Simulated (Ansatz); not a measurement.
**Nickel, fcc: convergence with Methfessel-Paxton smearing**

Computed with Ansatz, r²SCAN, scalar-relativistic PAW, on the relaxed cell (a = 3.476 Å; ferromagnetic, net 0.74 μB per atom). Errors count from a run at 500 eV on a Γ-centred 25×25×25 mesh with Fermi-Dirac smearing of 0.05 eV, extrapolated to zero width. Fixed here: cutoff 500 eV, mesh 15×15×15.

```json
{"width (eV)": "0.01", "E(σ→0) error (meV/atom)": "-0.9", "F error (meV/atom)": "-0.9", "P (GPa)": "0.07", "sphere moment (μB)": "0.79", "SCF iterations": "56"}
{"width (eV)": "0.03", "E(σ→0) error (meV/atom)": "-0.9", "F error (meV/atom)": "-1.0", "P (GPa)": "0.07", "sphere moment (μB)": "0.79", "SCF iterations": "22"}
{"width (eV)": "0.1", "E(σ→0) error (meV/atom)": "-1.1", "F error (meV/atom)": "-1.1", "P (GPa)": "-0.06", "sphere moment (μB)": "0.78", "SCF iterations": "18"}
{"width (eV)": "0.2", "E(σ→0) error (meV/atom)": "-0.8", "F error (meV/atom)": "-0.5", "P (GPa)": "-0.12", "sphere moment (μB)": "0.77", "SCF iterations": "17"}
{"width (eV)": "0.3", "E(σ→0) error (meV/atom)": "0.0", "F error (meV/atom)": "-0.2", "P (GPa)": "-0.04", "sphere moment (μB)": "0.78", "SCF iterations": "18"}
{"width (eV)": "1.0", "E(σ→0) error (meV/atom)": "-5.7", "F error (meV/atom)": "1.2", "P (GPa)": "0.30", "sphere moment (μB)": "0.88", "SCF iterations": "19"}
```

**Question.** What does the run at 0.6 give (width)?

**Answer.** E(σ→0) error (meV/atom): -2.3; F error (meV/atom): -3.7; P (GPa): 0.37; sphere moment (μB): 0.81; SCF iterations: 16.
